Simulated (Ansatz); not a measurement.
Ansatz (an electronic-structure program) input:

Ansatz 0.2 input:
```yaml
crystal:
  periodic: [false, false, false]
  atoms:
    - {symbol: C, position_ang: [1.31248259, -0.40730475, -0.01581883]}
    - {symbol: C, position_ang: [0.21233569, 0.49170516, -0.00153984]}
    - {symbol: O, position_ang: [-1.30999238, -0.17014658, 0.01473458]}
    - {symbol: H, position_ang: [-1.90838626, 0.59467321, 0.02300549]}
    - {symbol: H, position_ang: [0.15861567, 1.11525560, 0.89952544]}
    - {symbol: H, position_ang: [0.13796085, 1.11854325, -0.89884804]}
    - {symbol: H, position_ang: [1.48189181, -0.98851779, 0.89309476]}
    - {symbol: H, position_ang: [1.46094728, -0.98518403, -0.93050226]}
basis:
  gaussian:
    orbitals: aug-cc-pVDZ
total_charge: -1
magnetization: {spin_polarized: false}
correlation: {method: ccsd_t, electrons: outside_noble_gas}
output: {forces: true}
```

Question: Predict the final energy.

Answer: -154.00725 Eh (CCSD(T)/aug-cc-pVDZ). The basis has 114 functions. The run takes very roughly 50 core-seconds.

It need not be the lowest isomer of its formula. Whether it binds its extra electron was not tested at this geometry.
